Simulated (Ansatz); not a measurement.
Basis-set extrapolation for C$_{2}$H$_{3}$FN$_{2}$ (`FC1=NCN1`) (PBE0-D4/def2-TZVP geometry, frozen core, Ansatz 0.2.0). Multiplicity 1, RHF reference.

```tsv
	def2-TZVPP	def2-QZVPP
HF	-285.876592	-285.889332
MP2 correlation	-0.964966	-1.037437
CCSD(T) correlation	-1.020040	not run
```

Energies in hartree. Use E(X) = E(∞) + A·exp(−7.88·√X) for Hartree–Fock and E(X) = E(∞) + B·X^(−2.97) for correlation, with X = 3 and 4, and add CCSD(T) minus MP2 of the smaller set to the MP2 limit.

Problem. What is the CCSD(T) energy at the basis-set limit?

Solution. HF limit: -285.889332 + (-0.012740) × 0.13774 = -285.89109. MP2 limit: -1.037437 + (-0.072471) × 0.74074 = -1.09112. Higher-order term: -1.020040 − (-0.964966) = -0.05507. Total: -287.03728 hartree, 369.3 kJ/mol below CCSD(T)/def2-TZVPP.
